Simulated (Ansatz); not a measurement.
# MgSiH2 (singlet): from Hartree-Fock to the top rungs at scale of all distances = 0.872, 6-31G

An exercise on one series of results from a longer session: the logs are not shown, and one member is left open.

Program: Ansatz 0.2.0, Gaussian basis. Level of theory: 6-31G, core rule «outside noble gas», up to 10 orbitals frozen. These are calculated values, not measurements.

Plan: UHF; CCSD(T) on RHF; CCSD(T) on UHF; BCCD(T) on RHF; CISD; CCSDT(Q) on RHF; CCSDT(Q) on UHF; CCSDTQ on RHF; CASSCF and MRCISD+Q, 2 electrons in 2 orbitals; CASSCF and NEVPT2, 2 electrons in 2 orbitals; Full CI.

21 further runs of the same task are left out: 8 for a known fault of the program, 10 that didn't finish, 3 set aside as unsound or not needed.

**The geometry**

The geometry derives from a PBE0/def2-TZVP stationary point (not a proven minimum). All distances are scaled together.

4 atoms, charge 0, spin multiplicity 1.

Atoms are counted from 1 here; the program's logs count them from 0.

Bond lengths: Si1–Mg2 2.329 Å, Si1–H3 1.338 Å, Mg2–H4 1.499 Å. Angles: Mg2–Si1–H3 87.6°, Si1–Mg2–H4 177.9°.

The first run:

Input file in.yaml:

```yaml
crystal:
  periodic: [false, false, false]
  atoms:
    - {symbol: Si, position_ang: [0.000000, -0.066100, 1.110647]}
    - {symbol: Mg, position_ang: [0.000000, 0.022649, -1.216679]}
    - {symbol: H, position_ang: [0.000000, 1.272091, 1.106374]}
    - {symbol: H, position_ang: [0.000000, 0.023593, -2.715311]}
basis:
  gaussian: {orbitals: 6-31G}
magnetization: {spin_polarized: true, initial_magnetization: 0}
hamiltonian: {xc: hf}
output: {orbitals: {seedname: orbitals}}
```

Command:

```sh
> ansatz run in.yaml --threads 1 --pin off --events-out ev --progress --plain --max-ram 2393MiB
```

Among the steps run: UHF; CCSD(T) on RHF; CCSD(T) on UHF; BCCD(T) on RHF; CISD; CCSDT(Q) on RHF; CCSDT(Q) on UHF; CCSDTQ on RHF; CASSCF and MRCISD+Q, 2 electrons in 2 orbitals; CASSCF and NEVPT2, 2 electrons in 2 orbitals; Full CI.

One table of the session follows, with a row left open; its other results are not shown here.

```
       method  from FCI (kJ/mol)
          RHF             +211.6
         RMP2              +66.7
         CISD              +16.3
        RCCSD               +5.5
     RCCSD(T)               +2.0
      BCCD(T)               +1.9
       RCCSDT               +0.5
    RCCSDT(Q)               +0.1
      RCCSDTQ                0.0
  CASSCF pair             +173.7
  NEVPT2 pair              +58.9
  MRCISD pair                  ?
MRCISD+Q pair               -0.2
          FCI                  0
```

Q: Estimate the row for MRCISD pair from the others.

**Answer.** from FCI (kJ/mol): +11.9. In the column «from FCI (kJ/mol)» it lies between RCCSD (+5.5) and CISD (+16.3).

Left out of the table: UHF, UMP2, UCCSD, UCCSD(T), UCCSDT, UCCSDT(Q) (another determinant or state than the rows shown).
